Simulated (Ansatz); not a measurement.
# ClF, singlet: reading a ladder of total energies

Geometry: MP2(full)/6-31G*, from the G2/97 set.

```yaml
atoms:
  - { symbol: F, position_ang: [0.0000, 0.0000, 0.0000] }
  - { symbol: Cl, position_ang: [0.0000, 0.0000, 1.6591] }
```

Basis cc-pV(Q+d)Z; Ansatz 0.2.0. Correlated methods freeze the noble-gas cores, which leaves 14 electrons in 113 orbitals. Prefix R: restricted or restricted open-shell reference.

Full CI isn't at hand for all of this; RCCSDT(Q) serves as the reference, and is uncertain by about the last step of the cluster series.

Runs differ by some tens of microhartree through their thresholds, so steps under 0.03 kcal/mol mean nothing.

```tsv
level	total energy (hartree)
RHF	-558.913957
RMP2	-559.404714
RCCSD	-559.419408
RCCSD(T)	-559.439751
RCCSDT	-559.440258
RCCSDT(Q)	-559.441475
```

Question: What is the correlation energy at RCCSDT(Q), and what share of it do RMP2 and RCCSD(T) recover?

Answer: E(corr) = -559.441475 − (-558.913957) = -0.527518 hartree = -14.354 eV. RMP2: -0.490757 / -0.527518 = 93.03 %. RCCSD(T): -0.525794 / -0.527518 = 99.67 %.

Question: By how many kcal/mol does RCCSD(T) miss RCCSDT(Q) (1 hartree = 627.509 kcal/mol), and which steps make up the rest?

Answer: -559.439751 − (-559.441475) = 0.001724 hartree = 1.08 kcal/mol. Steps: RCCSDT − RCCSD(T) = -0.32, RCCSDT(Q) − RCCSDT = -0.76 kcal/mol. Differences between like states or geometries often cancel part of this.
